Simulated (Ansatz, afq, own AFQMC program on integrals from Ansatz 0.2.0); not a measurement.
Two steps: Ansatz 0.2.0 writes the Fock matrix and Cholesky factors of the valence space, and afq projects on them the lowest state that overlaps trial and start.

```yaml
crystal:
  periodic: [false, false, false]
  atoms:
    - {symbol: Al, position_ang: [0.000000, -0.021076, 0.664322]}
    - {symbol: N, position_ang: [0.000000, 0.038158, -0.948564]}
    - {symbol: H, position_ang: [0.000000, 0.096278, 2.218682]}
    - {symbol: H, position_ang: [0.000000, -0.113360, -1.934441]}
basis:
  gaussian: {orbitals: cc-pVDZ}
magnetization: {spin_polarized: false}
correlation: {method: ccsd_t, electrons: outside_noble_gas, hamiltonian_folder: ham}
```

```sh
$ ansatz run in.yaml --threads 1 --pin off --events-out ev --progress --plain --max-ram 1843MiB
```

afq runs on the folder ham with

```
--method free --trial cisd --walkers 70 --time-step 0.03 --max-blocks 80 --target-error 0.00038 --factor-cut 1e-05 --seed 3473 --times 0,0.21,0.42,0.81,1.2,1.8,2.4,3 --taylor-order 8
```

Times are imaginary, in 1/Eh. The walk had a cap of 536 s.

Log:

```
orbitals 36  electrons 5 5  factors 265 of 404
reference energy -297.46009485 Eh
CCSD correlation -0.25686230 Eh in 12 cycles, weight of the determinant in the CISD state 0.8729
repeat  energy at the last time / Eh  error
    10  -297.731140  0.003447
    20  -297.728938  0.002242
    30  -297.728379  0.002009
    40  -297.728643  0.001593
    50  -297.729678  0.001410
    60  -297.729062  0.001198
    70  -297.728828  0.001151
    80  -297.728194  0.001100
time / (1/Eh)  energy / Eh  error  mean overlap
  0.00  -297.717085  0.000654  1.1454
  0.21  -297.722613  0.000515  1.1384
  0.42  -297.724879  0.000454  1.1348
  0.81  -297.727028  0.000557  1.1396
  1.20  -297.727313  0.000587  1.1486
  1.80  -297.727955  0.000648  1.1615
  2.40  -297.727210  0.000755  1.1819
  3.00  -297.728194  0.001100  1.2143
energy -297.728194 +/- 0.001100 Eh
```

The run passed its tests (error under three times the target), which doesn't prove that it has relaxed.

Against this walk (error 29.9 meV) on the same determinant: CCSD(T) 15.0 meV higher (within the noise), CCSDT(Q) 46.8 meV lower (within the noise). The error is statistical, and a free projection of finite length keeps a remainder of its start. None of these is a sure reference here.

Cautions: remainder of the start not in the error; error above the target (29.9 against 10.3 meV); higher spins were not checked; raised T1 diagnostic (T1 0.030, weight of the determinant 0.87, largest double 0.07).

The walk took 110 s on 1 thread of Arm Neoverse V1, with other jobs on the host. The log's last line is the free-projection energy.

CCSDT and higher add their correlation energy to the determinant of the CCSD(T) run, since their own runs factorise the integrals more tightly (a shift of under 2 meV). A walk keeps the symmetry of its determinant, which the program's search chose and which needn't be the lowest solution, so a lower state of the same spin and another symmetry isn't excluded.
